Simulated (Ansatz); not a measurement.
Graphite, treated with HSE06 in Ansatz (PAW).

Run with plane-wave cutoff 460 eV, 12×12×4 k mesh (along the axes of the cell as run), Fermi–Dirac smearing 0.05 eV, scalar-relativistic PAW data made under PBE.

Computed at the level's own relaxed cell.

Predict the lattice parameter a and lattice parameter c.


lattice parameter a: 2.450 Å
lattice parameter c: 8.008 Å

Measured, for comparison: lattice constant a 2.461 Å (300 K, not corrected to a static lattice, our sources range from 2.456 to 2.461; as tabulated in Wikipedia's data pages); lattice parameter c 6.67 Å (low temperature, zero-point motion not removed; as tabulated in Berland et al. (2010), arXiv:1007.3305). Computed (rounded) less measured: lattice constant a -0.4 % (-0.2 % to -0.4 % over the range), lattice parameter c +20.1 %. A static lattice is as a rule a little smaller and stiffer than an uncorrected measurement, which narrows the difference in the lattice constant a and would widen misses of the other sign.

Note: the cell comes from a level without a dispersion term, which matters for the spacing of layers, chains or molecules.

Ansatz is an electronic-structure program.
